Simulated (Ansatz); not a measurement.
Reaction (SMILES): N (NH3) → [NH2-] + H+
B3LYP-D3(BJ)/def2-TZVP geometries, fixed; electronic energies without zero-point terms.

Effect of the final integration grid (spheres per factor e of radius in core and valence, angular degree) at PBE/aug-cc-pVTZ with Ansatz (a program for electronic structure), against the last row, where the deprotonation energy is 407.86 kcal/mol. The default's grid is 13, 11, 36.

| setting | largest shift of a total energy (mEh) | shift of the deprotonation energy (kcal/mol) |
|---|---|---|
| accuracy: medium (default) | 0.000 | 0.000 |
| final_grid: 4, 3, 11 | 1.427 | -0.666 |
| final_grid: 6, 5, 17 | 0.107 | -0.089 |
| final_grid: 8, 7, 23 | 0.006 | -0.005 |
| final_grid: 10, 9, 29 | -0.001 | 0.000 |
| final_grid: 18, 15, 47 | 0.000 | 0.000 |
| final_grid: 26, 22, 59 | 0.000 | 0.000 |

Within 0.02 kcal/mol in the deprotonation energy: accuracy: medium (default); final_grid: 8, 7, 23; final_grid: 10, 9, 29; final_grid: 18, 15, 47. The largest shift is 1.427 mEh in a total energy and 0.666 kcal/mol in the difference.
